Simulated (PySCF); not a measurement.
Simulated P 2p region for CH2PH, `C=P`, binding energy against the vacuum level.

Every computed line was given a Gaussian of 0.7 eV full width at half maximum and an area set by the number of equivalent atoms (split 2:1 within a doublet); the highest printed point is 100. Computed, not measured: delta-SCF UKS SCAN, pcX-2 on the ionised atom, pcseg-1 elsewhere, spin-free X2C (PySCF).

binding energy (eV), intensity and a bar:
```
    135.7          0 
    135.8          1 
    135.9          2 #
    136.0          6 ##
    136.1         12 ####
    136.2         23 #######
    136.3         38 ###########
    136.4         58 #################
    136.5         78 #######################
    136.6         93 ############################
    136.7        100 ##############################
    136.8         96 #############################
    136.9         84 #########################
    137.0         68 ####################
    137.1         54 ################
    137.2         45 ##############
    137.3         43 #############
    137.4         46 ##############
    137.5         50 ###############
    137.6         51 ###############
    137.7         48 ##############
    137.8         40 ############
    137.9         30 #########
    138.0         21 ######
    138.1         12 ####
    138.2          7 ##
    138.3          3 #
    138.4          1 
    138.5          1 
    138.6          0
```

Question: How many maxima does the curve show, and how many computed lines lie under it?

Answer: The curve has 2 maxima (at 136.7 and 137.6 eV). Under it lie 2 lines from 1 inequivalent phosphorus site, drawn as a 2p3/2, 2p1/2 pair.

Question: Decompose the envelope and assign each component. Numbering: `[CH2:1]=[PH:2]`.

Answer: 
| position (eV) | relative area | line | atoms | environment |
| --- | --- | --- | --- | --- |
| 136.71 | 0.67 | P 2p3/2 | P2 | phosphorus bonded to C and H |
| 137.60 | 0.33 | P 2p1/2 | P2 | phosphorus bonded to C and H |

Shake-up satellites, vibrational structure and lifetime widths aren't simulated. For 2p shells one spin-free hole was relaxed; a mean-field spin–orbit operator and the ground-state splitting of the three 2p orbitals were then diagonalised within the shell. The shell's mean is (2 × 2p3/2 + 2p1/2)/3, and the degeneracies 2j + 1 give areas of 2:1. 2p1/2 minus 2p3/2 (ligand field included): P 0.89 eV. Geometry: GFN2-xTB; no solvent, vibrations or thermal averaging.
